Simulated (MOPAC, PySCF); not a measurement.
C₃H₆, SMILES `C1CC1`, neutral singlet in the gas phase. 

Cartesian coordinates (Å):
```xyz
9

C     -0.1929     0.8404     0.0992
C     -0.6362    -0.5882    -0.0512
C      0.8291    -0.2522    -0.0481
H     -0.3449     1.5112    -0.7357
H     -0.3021     1.3080     1.0686
H     -1.0457    -1.0882     0.8163
H     -1.0885    -0.8849    -0.9879
H      1.4121    -0.5247     0.8215
H      1.3693    -0.3214    -0.9828
```
Charge 0, spin multiplicity 1.

All levels are single points at this geometry (B3LYP-D3(BJ)/def2-TZVP); Pople sets use spherical d functions. Orbital energies aren't observables, and empty levels follow the basis.

BP86/6-31G* in PySCF gives HOMO (eV) = -6.82.

Problem. Estimate the HOMO (eV) from each of these levels: B3LYP-D3(BJ)/def2-TZVP in PySCF; PBE-D3(BJ)/def2-TZVP in PySCF; B3LYP/6-311+G** in PySCF; B3LYP/6-31G* in PySCF; M06-2X/6-31G* in PySCF; PBE/6-31G* in PySCF; SVWN5/6-31G* in PySCF; HF/3-21G in PySCF; HF/6-31G* in PySCF; HF/STO-3G in PySCF; AM1 in MOPAC; PM3 in MOPAC.

Solution. 
```json
[
 {"level": "B3LYP-D3(BJ)/def2-TZVP in PySCF", "HOMO (eV)": "-8.14"},
 {"level": "PBE-D3(BJ)/def2-TZVP in PySCF", "HOMO (eV)": "-7.06"},
 {"level": "B3LYP/6-311+G** in PySCF", "HOMO (eV)": "-8.14"},
 {"level": "B3LYP/6-31G* in PySCF", "HOMO (eV)": "-7.84"},
 {"level": "M06-2X/6-31G* in PySCF", "HOMO (eV)": "-9.37"},
 {"level": "PBE/6-31G* in PySCF", "HOMO (eV)": "-6.73"},
 {"level": "SVWN5/6-31G* in PySCF", "HOMO (eV)": "-6.84"},
 {"level": "HF/3-21G in PySCF", "HOMO (eV)": "-11.47"},
 {"level": "HF/6-31G* in PySCF", "HOMO (eV)": "-11.33"},
 {"level": "HF/STO-3G in PySCF", "HOMO (eV)": "-10.45"},
 {"level": "AM1 in MOPAC", "HOMO (eV)": "-11.48"},
 {"level": "PM3 in MOPAC", "HOMO (eV)": "-11.72"}
]
```
